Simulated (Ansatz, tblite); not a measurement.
Isomers of C3⁻ (doublet), found by a short tight-binding search and relaxed with PBE0-D4/def2-TZVPD in Ansatz.

The xTB rows come from tblite. Correlated methods freeze 3 core orbitals.

A: At HF/def2-TZVPD, CCSD(T)/def2-TZVPPD the charge -1 doublet is spin-contaminated (final ⟨S²⟩ up to 0.87, 0.75 for a pure state). At PBE-D4/def2-TZVPD, r2SCAN-D4/def2-TZVPD, PBE0-D4/def2-TZVPD the highest occupied level of the charge -1 doublet lies above zero (up to 1.26 eV). By energy differences its removal costs 2.12 eV (vertical, to the charge 0 singlet, at PBE-D4/def2-TZVPD); a positive level beside a positive removal energy at the same level points to self-interaction error. B: At PBE-D4/def2-TZVPD, r2SCAN-D4/def2-TZVPD the highest occupied level of the charge -1 doublet lies above zero (up to 0.94 eV). It is a level of β spin, whose loss leaves a triplet; that state wasn't run at this geometry and level. The electron is either unbound and held by the finite basis, or the level is raised by self-interaction error.

Other spin states were run for one of them alone.

A:

```xyz
3

C     0.000    0.000    0.000
C    -0.842   -0.754   -0.644
C     0.842    0.754    0.644
```

B:

Cartesian coordinates in Å:
```
C -0.234 0.686 0.188
C -0.127 -0.231 -0.806
C 0.361 -0.456 0.617
```

**Question.** Estimate their order by electronic energy at r2SCAN0-D4/def2-TZVPD, counted from the lowest.

**Answer.** A (0.0) < B (9.3), in kcal/mol.

**Question.** Do the other levels pick the same lowest one?

**Answer.** All that were run do. Energies above each level's lowest (kcal/mol):

```json
{"level": "GFN1-xTB", "A": "0.0", "B": "26.2"}
{"level": "GFN2-xTB", "A": "0.0", "B": "30.8"}
{"level": "HF/def2-TZVPD", "A": "0.0", "B": "17.6"}
{"level": "HF/def2-TZVPPD", "A": "0.0", "B": "17.6"}
{"level": "PBE-D4/def2-TZVPD", "A": "0.0", "B": "10.2"}
{"level": "r2SCAN-D4/def2-TZVPD", "A": "0.0", "B": "11.1"}
{"level": "PBE0-D4/def2-TZVPD", "A": "0.0", "B": "8.3"}
{"level": "r2SCAN0-D4/def2-TZVPD", "A": "0.0", "B": "9.3"}
{"level": "MP2/def2-TZVPPD", "A": "0.0", "B": "1.9"}
{"level": "CCSD/def2-TZVPPD", "A": "0.0", "B": "11.1"}
{"level": "CCSD(T)/def2-TZVPPD", "A": "0.0", "B": "11.1"}
```
Point groups (tolerance 0.1 Å): A D∞h, B C2v. Lower isomers may exist.
